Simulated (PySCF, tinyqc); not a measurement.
Worked calculation: coupled-perturbed Hartree-Fock on RHF in the sto-3g basis, for CH2, spin multiplicity 1. The lowest restricted solution is unstable here: a spin-polarised one lies 0.0223 hartree lower (PySCF). One step of it, computed by the program tinyqc.

Problem. Response to a field: uncoupled start. Field along z; U_ai = -mu_ai / (e_a - e_i), alpha = -4 sum U_ai mu_ai.

orbital energies (hartree): MO1 -11.019177, MO2 -0.783959, MO3 -0.461970, MO4 -0.309312, MO5 0.227576, MO6 0.541609, MO7 0.567563

dipole integrals <a|z|i> (bohr):
```
,i1,i2,i3,i4
a5,0.000000,0.000000,0.000000,0.000000
a6,0.063398,-0.211908,0.000000,-0.499905
a7,0.000000,0.000000,-0.826851,0.000000
```

Give: uncoupled U; uncoupled polarisability.

Solution.

uncoupled U:
```
,i1,i2,i3,i4
a5,0.0000,0.0000,0.0000,0.0000
a6,-0.0055,0.1599,0.0000,0.5875
a7,0.0000,0.0000,0.8031,0.0000
```

uncoupled polarisability = 3.9679 bohr^3
